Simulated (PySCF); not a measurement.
**Stretching LiCl**

Set-up: basis Li x2c-TZVPPall, Cl x2c-TZVPPall; spin-free X2C with a Gaussian nucleus; PySCF 2.14. Energies in eV from Li + Cl in their ground configurations at the same level. State: triplet, unpaired electrons σ ↑, π ↑, a second solution, started from another occupation.

All columns are PBE0. A positive dipole means Li(−)Cl(+).

| R (Å) | E (eV) | μ (D) | Mulliken charge on Li (basis-dependent) | HOMO (eV) | LUMO (eV) | Mayer bond order | ⟨S²⟩ |
| --- | --- | --- | --- | --- | --- | --- | --- |
| 1.734 | 1.628 | 3.79 | -0.13 | -3.17 | -8.53 | 0.20 | 2.00 |
| 1.814 | 1.162 | 3.82 | -0.13 | -3.16 | -8.42 | 0.19 | 2.00 |
| 1.895 | 0.826 | 3.82 | -0.12 | -3.16 | -8.32 | 0.17 | 2.00 |
| 1.956 | 0.639 | 3.81 | -0.11 | -3.17 | -8.23 | 0.16 | 2.00 |
| 2.016 | 0.494 | 3.78 | -0.11 | -3.18 | -8.15 | 0.15 | 2.00 |
| 2.076 | 0.383 | 3.74 | -0.10 | -3.19 | -8.07 | 0.15 | 2.00 |
| 2.157 | 0.273 | 3.67 | -0.10 | -3.21 | -7.96 | 0.14 | 2.00 |
| 2.258 | 0.181 | 3.53 | -0.09 | -3.23 | -7.82 | 0.13 | 2.00 |
| 2.379 | 0.114 | 3.33 | -0.08 | -3.28 | -7.65 | 0.12 | 2.00 |
| 2.540 | 0.065 | 3.01 | -0.07 | -3.34 | -7.43 | 0.12 | 2.00 |

At some distances an empty level lies below a filled one, because the occupation is held.
